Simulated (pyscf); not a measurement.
`[F][Ga]([F])[F]` + `[ClH]` -> `[FH]` + `[F][Ga]([F])[Cl]` (four-centre exchange; singlet surface; F–Ga, Cl–H broken, F–H, Cl–Ga formed). Structures and frequencies: ωB97X-D3(BJ)/def2-SVP in PySCF. MP2 and CC: frozen core, UHF for open shells. ΔMP2 is the change of the MP2 total energy from the triple- to the quadruple-zeta basis. Energies in kcal/mol from the separated reactants.

```json
[
 {"level": "r²SCAN/def2-TZVP", "barrier": "-11.4", "reaction energy": "-8.1"},
 {"level": "M06-2X/def2-TZVP", "barrier": "-9.8", "reaction energy": "-9.4"},
 {"level": "ωB97M-D3(BJ)/def2-TZVP", "barrier": "-6.8", "reaction energy": "-8.3"},
 {"level": "HF/def2-TZVP", "barrier": "4.8", "reaction energy": "-8.4"},
 {"level": "MP2/def2-QZVPP", "barrier": "-7.5", "reaction energy": "-9.7"},
 {"level": "CCSD/def2-TZVPP", "barrier": "-4.3", "reaction energy": "-8.5"},
 {"level": "CCSD(T)/def2-TZVPP + ΔMP2(QZVPP)", "barrier": "…", "reaction energy": "…"}
]
```

Task: Some entries are withheld; supply them.

Result: 
- CCSD(T)/def2-TZVPP + ΔMP2(QZVPP), barrier: -6.5
- CCSD(T)/def2-TZVPP + ΔMP2(QZVPP), reaction energy: -9.3

On the reactant side the descent ends in an adduct with a Cl–Ga contact, 13.8 kcal/mol under the separated species and 4.3 kcal/mol under the saddle at ωB97X-D3(BJ)/def2-TZVP. On the product side the descent ends in an adduct with a F–Ga contact, 12.5 kcal/mol under the separated species and 13.2 kcal/mol under the saddle at ωB97X-D3(BJ)/def2-TZVP. At r²SCAN, M06-2X, ωB97M-D3(BJ), MP2, CCSD, CCSD(T) the saddle lies under the separated reactants, which points to a path from their complex (located at ωB97X-D3(BJ) alone). At r²SCAN, M06-2X the saddle lies under the separated products, which points to a path from their complex (located at ωB97X-D3(BJ) alone). What is counted as formed (Cl–Ga) is already present as a longer contact in the reactant adduct; forming that adduct is a step of its own. What is counted as broken (F–Ga) persists as a longer contact in the product adduct; parting that adduct is a step of its own. At ωB97X-D3(BJ) the barrier from the zero used here is -9.5 kcal/mol. This is the saddle that the search found; another between the same sides may lie lower. The CCSD(T) − MP2 part came from Ansatz, without density fitting, on the same reference. The frozen core leaves the outer d or s,p core shells of the metals and heavy elements correlated in the MP2 and CC values, and def2-TZVPP describes them poorly, which can shift differences by a few kcal/mol. Elements up to Kr have no core potential and no relativistic terms here.
